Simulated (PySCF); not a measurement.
hydrogen sulfide (H₂S), SMILES S.

The structure is a stationary point at PBE-D3(BJ)/def2-TZVPD.

These are TDDFT-M06-2X/def2-TZVPD (PySCF 2.14.0) values and carry that method's errors.

Vertical excitations.  State labels are in the subgroup C2v.

```json
[
 {"state": "S1", "symmetry": "A2", "energy (eV)": "5.71", "λ (nm)": "217", "f": "0.000", "main pairs": "HOMO→LUMO+3 96 %"},
 {"state": "S2", "symmetry": "B1", "energy (eV)": "6.13", "λ (nm)": "202", "f": "0.054", "main pairs": "HOMO→LUMO 94 %"},
 {"state": "S3", "symmetry": "A2", "energy (eV)": "7.41", "λ (nm)": "167", "f": "0.000", "main pairs": "HOMO→LUMO+1 98 %"},
 {"state": "S4", "symmetry": "B1", "energy (eV)": "7.58", "λ (nm)": "164", "f": "0.003", "main pairs": "HOMO→LUMO+2 96 %"},
 {"state": "S5", "symmetry": "A1", "energy (eV)": "7.97", "λ (nm)": "156", "f": "0.001", "main pairs": "HOMO→LUMO+4 97 %"},
 {"state": "S6", "symmetry": "B1", "energy (eV)": "8.68", "λ (nm)": "143", "f": "0.071", "main pairs": "HOMO→LUMO+5 69 %, HOMO→LUMO+6 28 %"},
 {"state": "S7", "symmetry": "A1", "energy (eV)": "9.15", "λ (nm)": "136", "f": "0.115", "main pairs": "HOMO−1→LUMO 88 %"},
 {"state": "S8", "symmetry": "B2", "energy (eV)": "9.16", "λ (nm)": "135", "f": "0.000", "main pairs": "HOMO−1→LUMO+3 53 %, HOMO→LUMO+7 45 %"},
 {"state": "S9", "symmetry": "B1", "energy (eV)": "9.24", "λ (nm)": "134", "f": "0.211", "main pairs": "HOMO→LUMO+6 69 %, HOMO→LUMO+5 27 %"},
 {"state": "S10", "symmetry": "A1", "energy (eV)": "9.76", "λ (nm)": "127", "f": "0.137", "main pairs": "HOMO→LUMO+8 89 %"},
 {"state": "T1", "symmetry": "A2", "energy (eV)": "5.38", "λ (nm)": "230", "f": "0", "main pairs": "HOMO→LUMO+3 94 %"},
 {"state": "T2", "symmetry": "B1", "energy (eV)": "5.84", "λ (nm)": "212", "f": "0", "main pairs": "HOMO→LUMO 85 %"},
 {"state": "T3", "symmetry": "A2", "energy (eV)": "7.43", "λ (nm)": "167", "f": "0", "main pairs": "HOMO→LUMO+1 98 %"},
 {"state": "T4", "symmetry": "B1", "energy (eV)": "7.57", "λ (nm)": "164", "f": "0", "main pairs": "HOMO→LUMO+2 93 %"}
]
```
Triplets are in the Tamm–Dancoff approximation, which puts them higher than full response would, so one can lie above its singlet here.
